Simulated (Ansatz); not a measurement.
# FH5Si2: the cost of one run

Program: Ansatz 0.2.0. Level of theory: DFT PBE, Gaussian basis def2-SVP, and further levels as typed in the inputs. These are calculated values, not measurements.

## (1) The system as given

Bond lengths: Si1–Si2 2.233 Å, Si1–F3 1.686 Å, Si1–H4 1.470 Å, Si1–H5 1.470 Å, Si2–H6 1.470 Å, Si2–H7 1.470 Å, Si2–H8 1.470 Å. Angles: Si1–Si2–H6 109.4°, Si1–Si2–H7 109.4°, Si1–Si2–H8 109.4°, H6–Si2–H7 109.5°, H6–Si2–H8 109.5°, H7–Si2–H8 109.5°, Si2–Si1–F3 109.4°, Si2–Si1–H4 109.4°, Si2–Si1–H5 109.4°, F3–Si1–H4 109.5°, F3–Si1–H5 109.5°, H4–Si1–H5 109.5°.

As a file:

```xyz
8

Si   -1.0955    0.1649    0.0106
Si    1.1186   -0.1279    0.0216
F    -1.8088   -0.9875   -0.9925
H    -1.4079    1.5119   -0.4894
H    -1.6152    0.0149    1.3779
H     1.4307   -1.4752    0.5212
H     1.7402    0.8772    0.8965
H     1.6379    0.0217   -1.3459
```

## (2) Relaxing the atoms: FH5Si2

File input.yaml:

```yaml
crystal:
  periodic: [false, false, false]
  atoms:
    - { symbol: Si, position_ang: [-1.095453, 0.164899, 0.0106] }
    - { symbol: Si, position_ang: [1.118568, -0.127942, 0.021594] }
    - { symbol: F, position_ang: [-1.808772, -0.987528, -0.992494] }
    - { symbol: H, position_ang: [-1.407936, 1.511923, -0.489383] }
    - { symbol: H, position_ang: [-1.615207, 0.01492, 1.377883] }
    - { symbol: H, position_ang: [1.430679, -1.475183, 0.521216] }
    - { symbol: H, position_ang: [1.740179, 0.877199, 0.896451] }
    - { symbol: H, position_ang: [1.637942, 0.021712, -1.345866] }
basis:
  gaussian: { orbitals: def2-SVP }
hamiltonian:
  xc: pbe
relax:
  f_tol: 0.003
  max_steps: 150
output:
  orbitals: {}
```

The run is started by

```console
$ ansatz run input.yaml --threads 4 --pin off --max-ram 10240MiB --backend cpu --events-out ev --progress --plain --runs-dir out
```

What time and memory should one allow on 4 threads of Intel Xeon 6975P-C (Granite Rapids), shared host?

About 3.5 s, with a peak of 0.15 GiB.
